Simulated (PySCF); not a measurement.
PySCF input (M06-2X/6-311+G**):

```python
from pyscf import gto, dft

mol = gto.M(
    atom='''
    O    -1.05073224   -0.47616366   -0.00735618
    C    -0.07562986    0.30382496    0.00787443
    O     1.15136738    0.07188593   -0.00312174
    H    -0.35130198    1.41127208    0.03657684
    ''',
    basis='6-311+g**',
    charge=-1,
    spin=0,
    verbose=4,
)

mf = dft.RKS(mol, xc='m062x')
mf.grids.level = 4
mf.conv_tol = 1e-9
mf.max_cycle = 100
mf.max_memory = 1500
mf.kernel()
if not mf.converged:
    mf = mf.newton()
    mf.kernel(mf.make_rdm1())
mf.dip_moment()
```

From the last part of the output:

```
diis_damp = 0
SCF conv_tol = 1e-09
SCF conv_tol_grad = None
SCF max_cycles = 100
direct_scf = True
direct_scf_tol = 1e-13
XC library pyscf.dft.libxc version 7.1.2
    S. Lehtola, C. Steigemann, M. J. T. Oliveira, and M. A. L. Marques,  SoftwareX 7, 1–5 (2018)
XC functionals = m062x
    Y. Zhao and D. G. Truhlar,  Theor. Chem. Acc. 120, 215 (2008)
    Y. Zhao and D. G. Truhlar,  Theor. Chem. Acc. 120, 215 (2008)
radial grids:
    Treutler-Ahlrichs [JCP 102, 346 (1995); DOI:10.1063/1.469408] (M4) radial grids

becke partition: Becke, JCP 88, 2547 (1988); DOI:10.1063/1.454033
pruning grids: <function nwchem_prune>
grids dens level: 4
symmetrized grids: False
atomic radii adjust function: <function treutler_atomic_radii_adjust>
small_rho_cutoff = 0
Set gradient conv threshold to 3.16228e-05
Initial guess from minao.
tot grids = 100840
init E= -189.423053199269
  HOMO = -0.34859102745429  LUMO = -0.0279557958694561  gap/eV = 8.72493
cycle= 1 E= -188.999532699244  delta_E= 0.424  |g|= 0.996  |ddm|= 1.67
  HOMO = 0.0525502492562094  LUMO = 0.169745645722543  gap/eV = 3.18905
cycle= 2 E= -188.825258405916  delta_E= 0.174  |g|= 1.44  |ddm|= 2.13
  HOMO = -0.0946868556709177  LUMO = 0.185506680388716  gap/eV = 7.62445
cycle= 3 E= -189.191188688316  delta_E= -0.366  |g|= 0.0262  |ddm|= 1.43
  HOMO = -0.0991287175738962  LUMO = 0.184724132725691  gap/eV = 7.72403
cycle= 4 E= -189.191440138253  delta_E= -0.000251  |g|= 0.00923  |ddm|= 0.0404
  HOMO = -0.0978817954435303  LUMO = 0.185099997791649  gap/eV = 7.70033
cycle= 5 E= -189.191466514902  delta_E= -2.64e-05  |g|= 0.0035  |ddm|= 0.0152
  HOMO = -0.0986216276009248  LUMO = 0.18510085065796  gap/eV = 7.72048
cycle= 6 E= -189.191470290326  delta_E= -3.78e-06  |g|= 0.00123  |ddm|= 0.00477
  HOMO = -0.0985231971650275  LUMO = 0.185127793443247  gap/eV = 7.71854
cycle= 7 E= -189.191470769805  delta_E= -4.79e-07  |g|= 0.00015  |ddm|= 0.00201
  HOMO = -0.0985471754501119  LUMO = 0.18513571323108  gap/eV = 7.71940
cycle= 8 E= -189.191470778773  delta_E= -8.97e-09  |g|= 2.32e-05  |ddm|= 0.000283
  HOMO = -0.0985473696956304  LUMO = 0.185136288057123  gap/eV = 7.71943
cycle= 9 E= -189.191470778911  delta_E= -1.38e-10  |g|= 2.15e-05  |ddm|= 4.64e-05
  HOMO = -0.098547426007388  LUMO = 0.185136646007336  gap/eV = 7.71944
Extra cycle  E= -189.191470778759  delta_E= 1.52e-10  |g|= 3.7e-05  |ddm|= 3.75e-05
converged SCF energy = -189.191470778759

WARN: System has nonzero charge -1; the dipole moment is origin-dependent.
Location of origin: [0. 0. 0.]

Dipole moment(X, Y, Z, Debye): -0.38897,  1.56321,  0.04051
```

The dipole moment of an ion depends on the origin.
